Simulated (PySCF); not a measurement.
2-methyl-1H-pyrrole, C5H7N.
Geometry (PBE0-D3(BJ)/def2-SVP, Å), atoms numbered from 1 in this order:
```
atom  x, y, z in Å
C1     1.713   -0.513    1.002
C2     0.468   -0.169    0.264
C3     0.102   -0.392   -1.050
C4    -1.203    0.144   -1.236
C5    -1.596    0.679   -0.030
N6    -0.578    0.482    0.863
H7     2.226    0.382    1.392
H8     2.414   -1.030    0.333
H9     1.518   -1.182    1.858
H10    0.718   -0.892   -1.796
H11   -1.789    0.139   -2.153
H12   -2.516    1.182    0.261
H13   -0.592    0.774    1.829
```

Method used: core-valence-separated Tamm–Dancoff BHandHLYP/aug-pcX-1 (pcseg-1 on H) in PySCF, non-relativistic, gas phase, PBE0-D3(BJ)/def2-SVP geometry. BHandHLYP without relativity tends to put these K edges a few eV too low, so spacings mean more than positions.

The lowest roots of each edge with f over 0.003 (five at most, numbered afresh; weaker and dark ones are left out), with transition dipoles (au) in the frame of the coordinates:

```
root  edge  E (eV)       μx       μy       μz
   1     C  283.81  -0.0337  -0.0743   0.0220
   2     C  283.96   0.0377   0.0833  -0.0247
   3     C  284.29  -0.0372  -0.0822   0.0243
   4     C  284.40   0.0390   0.0862  -0.0255
   5     C  285.42   0.0253  -0.0190  -0.0256
   6     N  400.14   0.0251   0.0554  -0.0163
   7     N  400.55   0.0018  -0.0135  -0.0431
   8     N  402.97  -0.0077   0.0085   0.0169
```

What are the oscillator strengths?

f = (2/3) ΔE |μ|², with ΔE in hartree (27.2114 eV):

```
root  ΔE (Eh)  |μ|² (au)      f  core hole on
   1  10.4298   0.007140  0.050            C4
   2  10.4354   0.008970  0.062            C3
   3  10.4476   0.008731  0.061            C5
   4  10.4514   0.009602  0.067            C2
   5  10.4889   0.001656  0.012            C3
   6  14.7050   0.003965  0.039            N6
   7  14.7200   0.002043  0.020            N6
   8  14.8087   0.000417  0.004            N6
```

Molecules are fixed in this frame and the field points along y. What effective strengths 3 f cos²θ do the roots have (θ between field and μ)?

root 1 (C4): 0.115, root 2 (C3): 0.145, root 3 (C5): 0.141, root 4 (C2): 0.155, root 5 (C3): 0.008, root 6 (N6): 0.090, root 7 (N6): 0.005, root 8 (N6): 0.002. Averaged over all orientations cos²θ is 1/3, which gives f back.

